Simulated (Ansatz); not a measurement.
# BClH2: the cost of one run

All numbers are computed with Ansatz 0.2.0 through its Python package. Level of theory: PBE0/def2-SVP.

## (1) The system

Bond lengths: B1–Cl2 1.853 Å, B1–H3 1.191 Å, B1–H4 1.191 Å. Angles: Cl2–B1–H3 109.5°, Cl2–B1–H4 109.5°, H3–B1–H4 109.5°.

No structure file is read: the coordinates are typed or built in the script.

## (2) The code

bclh2.py reads:

```python
import ansatz as az
import numpy as np

BASIS = "def2-SVP"
FUNCTIONAL = "pbe0"
NET_CHARGE = -1

GEOMETRY = """
B    -0.19610    0.00450    0.33230
Cl    1.60990   -0.05500   -0.07670
H    -0.67330    0.99720   -0.12130
H    -0.74040   -0.94670   -0.13420
"""

molecule = az.Crystal.molecule()
for line in GEOMETRY.strip().splitlines():
    symbol, *xyz = line.split()
    molecule = molecule.atom(symbol, [float(v) for v in xyz])

calculation = (
    molecule.calculation()
    .basis(gaussian=BASIS)
    .functional(FUNCTIONAL)
    .charge(NET_CHARGE)
    .spin("collinear", total=1)
)
symbols = [site.symbol for site in molecule.cartesian_sites]
pairs = [(0, 1), (0, 2), (0, 3)]
print("held (A)   E (eV)        ", "  ".join(f"{symbols[i]}{i}-{symbols[j]}{j}" for i, j in pairs))
for length in [1.1, 1.19, 1.29, 1.43, 1.61]:
    summary = calculation.relax(constraints=[az.DistanceConstraint((0, 3), at=length)], force_tolerance=0.02, max_steps=60).run(threads=1, pin="off").report
    xyz = np.array(summary["positions_ang"])
    print(f"{length:6.2f} {summary['free_energy_ev']:14.5f}  ", "  ".join(f"{np.linalg.norm(xyz[i] - xyz[j]):.3f}" for i, j in pairs))
```

## (3) What the engine is handed

The package turns the script's settings into the engine's input (first run):

```yaml
crystal:
  periodic: [false, false, false]
  atoms:
    - { symbol: B, position_ang: [-0.1961, 0.0045, 0.3323] }
    - { symbol: Cl, position_ang: [1.6099, -0.055, -0.0767] }
    - { symbol: H, position_ang: [-0.6733, 0.9972, -0.1213] }
    - { symbol: H, position_ang: [-0.7404, -0.9467, -0.1342] }
basis:
  gaussian:
    orbitals: def2-SVP
hamiltonian:
  xc: pbe0
magnetization:
  spin_polarized: true
  initial_magnetization: 1.0
total_charge: -1.0
relax:
  f_tol: 0.02
  max_steps: 60
  constraints:
    - { distance: [0, 3], at: 1.1 }
```

## (4) The run

Run with:

```console
> python bclh2.py
```

What time and memory should one allow on 1 thread of Arm Neoverse V1, shared host?

About 37 s, with a peak of 0.18 GiB.
